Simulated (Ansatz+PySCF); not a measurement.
A calculation with Ansatz (development build ahead of 0.2.0).

```yaml
crystal:
  periodic: [false, false, false]
  atoms:
    - { symbol: C, position_ang: [0.0, 0.0, 0.0] }
    - { symbol: H, position_ang: [0.0, 0.0, 1.02555] }
    - { symbol: H, position_ang: [0.0, 0.88815, -0.51278] }
    - { symbol: H, position_ang: [0.0, -0.88815, -0.51278] }
basis:
  gaussian: { orbitals: cc-pVTZ }
magnetization:
  initial_magnetization: 1
hamiltonian:
  xc: hf
correlation:
  method: mp2
  frozen_orbitals: { C: 1, H: 0 }
output:
  forces: true
```

The input is written out in the form of the current development build from the run's settings. Correlation on restricted open-shell orbitals is semicanonical, with singles.

The run gave:

```json
{"Converged": "yes", "Reference energy": "-39.56856 hartree", "Correlation energy": "-0.16210 hartree", "Total energy": "-39.73065 hartree", "Spin squared of the determinant": "0.750", "Stability test": "minimum among restricted orbitals", "Occupied orbitals by symmetry in an Abelian subgroup (alpha; beta)": "3 A1 1 B1 1 B2; 3 A1 1 B2"}
```

Forces (eV/Å):
```json
{"atom": "C1", "Fx": "0.000", "Fy": "0.000", "Fz": "0.000"}
{"atom": "H2", "Fx": "0.000", "Fy": "0.000", "Fz": "2.104"}
{"atom": "H3", "Fx": "0.000", "Fy": "1.822", "Fz": "-1.052"}
{"atom": "H4", "Fx": "0.000", "Fy": "-1.822", "Fz": "-1.052"}
```
